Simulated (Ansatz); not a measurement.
Width of the whole s-p valence band (eV) of solids drawn from the class of tetrahedrally bonded semiconductors and semimetals, at two levels: PBE (Ansatz, an electronic-structure program, plane waves, PAW), and Hartree–Fock (PAW; Ansatz).

```json
[
 {"solid": "2H-SiC", "PBE": "15.58", "Hartree–Fock": "21.70"},
 {"solid": "zinc-blende BP", "PBE": "15.46", "Hartree–Fock": "21.73"},
 {"solid": "3C-SiC", "PBE": "15.40", "Hartree–Fock": "21.44"},
 {"solid": "wurtzite BN (high-pressure phase)", "PBE": "20.52", "Hartree–Fock": "?"},
 {"solid": "zinc-blende InSb", "PBE": "10.72", "Hartree–Fock": "15.14"},
 {"solid": "zinc-blende InAs", "PBE": "11.83", "Hartree–Fock": "16.53"},
 {"solid": "zinc-blende AlAs", "PBE": "11.86", "Hartree–Fock": "?"},
 {"solid": "zinc-blende BAs", "PBE": "15.40", "Hartree–Fock": "21.49"}
]
```

Question: Estimate the withheld Hartree–Fock values from the other rows.

Answer: One way: carry over the typical difference. The differences Hartree–Fock − PBE of the other rows, in order: 4.42, 4.70, 6.04, 6.09, 6.12, 6.27; median 6.065. Wurtzite BN (high-pressure phase): 20.52 + (6.065) = 26.59 eV; the run gives 27.69 eV. Zinc-blende AlAs: 11.86 + (6.065) = 17.93 eV; the run gives 16.60 eV. The differences spread from 4.42 to 6.27. Wurtzite BN (high-pressure phase) lies outside that spread.

Over all 8 rows Hartree–Fock is the larger in 8.

Spin–orbit coupling is left out, also for the solids with elements from indium on (zinc-blende InSb, zinc-blende InAs); its size isn't shown.

Cells: PBE at the measured cell; Hartree–Fock at the measured cell. Caveats: the gap of the solid is closed in this run (PBE: zinc-blende InSb, zinc-blende InAs). Ansatz's density-functional and Hartree–Fock values are scalar-relativistic unless marked +SOC, with PAW data made under PBE.
